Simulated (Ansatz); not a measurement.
**Worked example: correlation energy of H$_{3}$Si–GeH, triplet**

Geometry: displaced at random from a stationary point.

```json
{"atom": "Si", "x (Å)": "0.1160", "y (Å)": "-0.0452", "z (Å)": "1.6498"}
{"atom": "Ge", "x (Å)": "-0.0489", "y (Å)": "0.0399", "z (Å)": "-0.7033"}
{"atom": "H", "x (Å)": "1.2386", "y (Å)": "-0.7614", "z (Å)": "2.1721"}
{"atom": "H", "x (Å)": "0.1109", "y (Å)": "1.2857", "z (Å)": "2.1347"}
{"atom": "H", "x (Å)": "-1.2030", "y (Å)": "-0.8358", "z (Å)": "2.0875"}
{"atom": "H", "x (Å)": "0.1413", "y (Å)": "-1.3060", "z (Å)": "-1.6765"}
```

Basis cc-pVDZ; Ansatz 0.2.0. Only valence electrons are correlated (noble-gas cores and the filled d shells of p-block atoms frozen), which leaves 12 electrons in 46 orbitals. Prefix R: restricted or restricted open-shell reference; prefix U: unrestricted. No spin–orbit coupling is included, and no scalar relativity.

Full CI isn't at hand for all of this; UCCSDT(Q) serves as the reference, and is uncertain by about the last step of the cluster series.

Runs differ by some tens of microhartree through their thresholds and, for an open shell, their frozen cores, so steps under 0.03 kcal/mol mean nothing.

```
    level  total energy (hartree)
      UHF            -2366.528173
     UMP2            -2366.695729
    UCCSD            -2366.738428
 UCCSD(T)            -2366.743747
   UCCSDT            -2366.744968
UCCSDT(Q)            -2366.745185
```

What is the correlation energy at UCCSDT(Q), and what share of it do UMP2 and UCCSD(T) recover?

E(corr) = -2366.745185 − (-2366.528173) = -0.217012 hartree = -5.905 eV. UMP2: -0.167556 / -0.217012 = 77.21 %. UCCSD(T): -0.215574 / -0.217012 = 99.34 %.

By how many kcal/mol does UCCSD(T) miss UCCSDT(Q) (1 hartree = 627.509 kcal/mol), and which steps make up the rest?

-2366.743747 − (-2366.745185) = 0.001438 hartree = 0.90 kcal/mol. Steps: UCCSDT − UCCSD(T) = -0.77, UCCSDT(Q) − UCCSDT = -0.14 kcal/mol. Differences between like states or geometries often cancel part of this.
